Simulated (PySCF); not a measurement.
C5H9O (doublet state).
Cartesian coordinates in Å at the GFN2-xTB level; atoms count from 1:
```
atom  x, y, z in Å
O1     1.4750   -1.3445   -0.4494
C2     0.8854   -0.4920    0.5028
C3     0.9031    0.9798    0.0456
C4    -0.3895    1.1516   -0.6526
C5    -1.3257    0.0388   -0.3707
C6    -0.6107   -0.7878    0.7068
H7     1.0078   -1.2237   -1.2842
H8     1.4642   -0.6544    1.4153
H9     1.7688    1.1917   -0.5900
H10    0.9863    1.6401    0.9206
H11   -0.6242    1.9848   -1.2855
H12   -1.5166   -0.5654   -1.2707
H13   -2.3064    0.3936   -0.0361
H14   -0.8130   -1.8548    0.6274
H15   -0.9089   -0.4498    1.6990
```

The hyperfine couplings belong to this conformer and change with its torsions.

As a line formula: `O[C@H]1C[CH]CC1` [radical].

Method used: UKS B3LYP, pcH-1 on C H O, non-relativistic, mean-field spin-orbit, GIAO (PySCF 2.14.0). One conformer (not necessarily the lowest) at the GFN2-xTB geometry, without solvent, vibrations or thermal averaging. The geometry wasn't refined by DFT: couplings that depend on bond lengths, twists or pyramidal angles can differ widely from those at the functional's own minimum. The SCF solution wasn't tested for stability.

Principal values of hyperfine tensors in MHz (contact and dipolar terms together), for some of the nuclei:

```
atom  isotope       A1      A2      A3
 H10       1H   148.51  150.33  162.68
 H12       1H   131.52  132.90  145.65
 H13       1H    92.90   94.20  106.33
  C4      13C     7.19    7.26  247.42
  H9       1H    74.16   75.23   87.56
 H11       1H  -100.82  -62.48  -24.15
  C5      13C   -36.59  -33.86  -32.57
  C3      13C   -36.33  -33.22  -32.34
```

(1) Split each tensor into its isotropic and traceless parts, and turn a_iso into mT with g = 2.0027.

(2) What spin density at the nucleus of H12 lies behind its contact coupling (g_N = 5.58569)?

(3) C2 (13C, g_N = 1.40482) isn't in the table. Its spin density at the nucleus is 0.00397 bohr⁻³. What is its contact coupling?

(4) Which nucleus of the table has the largest anisotropic coupling, and what is its form?

(5) What first-order splitting does H13 cause when the field lies along A1, A2 or A3 of its tensor (g taken as isotropic, no quadrupole term)?

Answers

(1) a_iso is a third of the trace, T = A − a_iso, and a(mT) = a(MHz)/(g × 13.996).

| atom | a_iso (MHz) | a_iso (mT) | T1 | T2 | T3 |
| --- | --- | --- | --- | --- | --- |
| H10 | 153.84 | 5.488 | -5.33 | -3.51 | 8.84 |
| H12 | 136.69 | 4.877 | -5.17 | -3.79 | 8.96 |
| H13 | 97.81 | 3.489 | -4.91 | -3.61 | 8.52 |
| C4 | 87.29 | 3.114 | -80.10 | -80.03 | 160.13 |
| H9 | 78.98 | 2.818 | -4.82 | -3.75 | 8.57 |
| H11 | -62.48 | -2.229 | -38.33 | 0.00 | 38.33 |
| C5 | -34.34 | -1.225 | -2.25 | 0.48 | 1.77 |
| C3 | -33.96 | -1.212 | -2.37 | 0.74 | 1.63 |

(2) a_FC = 800.24 MHz bohr³ × g_N × ρ(0)/(2S). With a_FC = 136.69 MHz and 2S = 1, ρ(0) = 0.03058 bohr⁻³. In magnitude that is 9.6 % of the 1/π = 0.318 of a free hydrogen atom.

(3) By the same relation, a_FC = 4.46 MHz. Its full tensor has the principal values 2.97, 3.86, 6.56 MHz.

(4) C4: -80.1, -80.0, 160.1 MHz, axial, in the ratio −1:−1:+2, the form that spin in one p orbital centred on that nucleus gives.

(5) 2 lines (I = 1/2), spaced by |A_i|/(g × 13.996): 3.31, 3.36, 3.79 mT along the axes of A1, A2 and A3.
